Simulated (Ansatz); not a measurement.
BCl (`[B]Cl`), relaxed with RKS PBE0-D4/def2-TZVP in the Gaussian-basis code of Ansatz from a PBE-D4/def2-SVP geometry. The force threshold is 0.005 eV/Å; the program also tests the step.

Charge 0, multiplicity 1.

Start:

```xyz
2

B    -0.363   -0.412   -0.670
Cl    0.363    0.412    0.670
```

(1) By how much does the energy fall, and how many steps does the optimiser take? (An estimate is asked.)

(2) Which bonds change most? (Best estimate.)

(3) Give the relaxed structure. (Estimate.)

Answers

(1) The calculation gave: 0.23 kJ/mol, in 3 steps.

(2) Computed: B1–Cl2 from 1.733 to 1.718 Å.

(3) Ansatz gave: 
```xyz
2

B    -0.360   -0.408   -0.665
Cl    0.360    0.408    0.665
```
